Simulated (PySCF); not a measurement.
## Ionisation energy of P by level of theory

P [Ne] 3s2 3p3 (4S) → P+ [Ne] 3s2 3p2 (3P), as a difference of total energies. All numbers are calculated (PySCF 2.14, the non-relativistic Hamiltonian (point nucleus), in dyall-acv3z). Correlated levels: valence: [Ne] frozen; virtual orbitals above 40 to 60 times the deepest correlated orbital energy dropped. The calculations carry no spin-orbit coupling.

| method | ionisation energy (eV) | plus first-order spin-orbit estimate | error of that sum (eV) |
| --- | --- | --- | --- |
| UHF | 9.905 | 9.871 | -0.616 |
| MP2 (valence) | 10.494 | 10.460 | -0.027 |
| SCS-MP2 (valence) | 10.314 | 10.280 | -0.207 |
| CCSD (valence) | 10.425 | 10.391 | -0.096 |
| CCSD(T) (valence) | 10.473 | 10.439 | -0.048 |

Reference: 10.487 eV (measured; NIST Atomic Spectra Database, ionization energies).

A first-order spin-orbit estimate (lowest level to lowest level, LS coupling) adds -0.034 eV.

Errors of the correlated levels include the incompleteness of this basis and the frozen core.
